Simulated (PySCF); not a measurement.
## NO₂(OH): from structure and modes to constants

Level of theory: PBE0 in PySCF with N def2-TZVP, O def2-TZVP, H def2-TZVP; no relativity; density-fitted integrals.

The singlet minimum has Cs symmetry. Masses (u): N 14.00307, O 15.99492, H 1.00782.

```xyz
5
charge 0 multiplicity 1, angstrom
N     0.1100   -0.0197    0.0519
O    -0.0111    0.0554    1.2441
O     1.0710   -0.2396   -0.6067
O    -1.0476    0.1798   -0.6825
H    -1.7169    0.3426    0.0006
```

Harmonic wavenumbers (cm⁻¹): 505.1 (a'', ×1), 608.6 (a', ×1), 690.8 (a', ×1), 814.3 (a'', ×1), 955.9 (a', ×1), 1342.5 (a', ×1), 1402.0 (a', ×1), 1821.4 (a', ×1), 3764.8 (a', ×1).

**Question.** Find the principal moments of inertia and the rotational constants. What kind of rotor is it?

**Answer.** About the centre of mass I = 38.059, 40.727, 78.786 u Å². With B = 16.8576/I this gives 0.4429, 0.4139, 0.214 cm⁻¹. The molecule is an asymmetric top with κ = 0.75.

**Question.** What is the harmonic zero-point energy?

**Answer.** Half the sum of all 9 wavenumbers, 11905/2 = 5953 cm⁻¹, which is 71.2 kJ/mol (1 cm⁻¹ = 0.0119627 kJ/mol).

**Question.** Find the vibrational entropy and heat capacity at 298.15 K.

**Answer.** With u = 1.43878 ω/T, each mode gives S = R[u/(eᵘ−1) − ln(1−e⁻ᵘ)] and C = R u² eᵘ/(eᵘ−1)².
```csv
ω (cm⁻¹),u,S (J/(mol K)),C (J/(mol K))
505.1,2.437,2.70,5.18
608.6,2.937,1.82,4.24
690.8,3.333,1.33,3.54
814.3,3.930,0.82,2.63
955.9,4.613,0.47,1.79
1342.5,6.479,0.10,0.54
1402.0,6.766,0.07,0.44
1821.4,8.790,0.01,0.10
3764.8,18.168,0.00,0.00
```
The sums over all modes are S = 7.3 and C = 18.5 J/(mol K); the softest mode gives 37 % of the entropy.

**Question.** Give the standard entropy (298.15 K, 1 bar) by its translational, rotational, vibrational and spin parts, and Cp.

**Answer.** Sackur–Tetrode with M = 63.00 u gives 160.5; rotation with symmetry number 1 gives 97.2; vibration 7.3; spin R ln 1 = 0.0. The total is 265.1 J/(mol K), and Cp = 4 R + 18.5 = 51.7 J/(mol K).

This need not be the most stable arrangement of these atoms.
